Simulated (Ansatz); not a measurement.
# C3HF3: the cost of one run

Method: the settings change from run to run; program: Ansatz 0.2.0, Gaussian basis.

## (1) The relaxed structure

The structure was relaxed beforehand with PBE0-D4 in a triple-zeta def2 set.

SMILES `C#CC(F)(F)F`, 7 atoms, charge 0, spin multiplicity 1.

Atoms are counted from 1 here; the program's logs count them from 0.

Bond lengths: C1–C2 1.195 Å, C1–H7 1.066 Å, C2–C3 1.461 Å, C3–F4 1.335 Å, C3–F5 1.335 Å, C3–F6 1.335 Å. Angles: C2–C1–H7 180.0°, C1–C2–C3 180.0°, C2–C3–F4 111.2°, C2–C3–F5 111.2°, C2–C3–F6 111.2°, F4–C3–F5 107.7°, F4–C3–F6 107.7°, F5–C3–F6 107.7°.

## (2) wPBEh/def2-TZVP

Set apart from the defaults: charge +1, multiplicity 2, restricted open-shell orbitals, atoms shaken by 0.03 Å.

in.yaml

```yaml
crystal:
  periodic: [false, false, false]
  atoms:
    - {symbol: C, position_ang: [1.218653, -1.247115, 0.028407]}
    - {symbol: C, position_ang: [0.443235, -0.367592, 0.068349]}
    - {symbol: C, position_ang: [-0.592050, 0.656048, 0.006719]}
    - {symbol: F, position_ang: [-1.804086, 0.059454, -0.399021]}
    - {symbol: F, position_ang: [-0.339210, 1.520852, -0.915101]}
    - {symbol: F, position_ang: [-0.848218, 1.241115, 1.159456]}
    - {symbol: H, position_ang: [2.026869, -1.955589, 0.131658]}
basis:
  gaussian: {orbitals: def2-TZVP}
total_charge: 1
magnetization: {spin_polarized: false, initial_magnetization: 1}
hamiltonian: {xc: {name: wPBEh}}
output: {forces: true}
```

Launch:

```sh
$ ansatz run in.yaml --threads 2 --pin off --events-out ev --progress --plain --max-ram 4352MiB
```

What time and memory should one allow on 2 threads of Intel Xeon 6975P-C, shared host?

About 12 s, with a peak of 0.73 GiB.
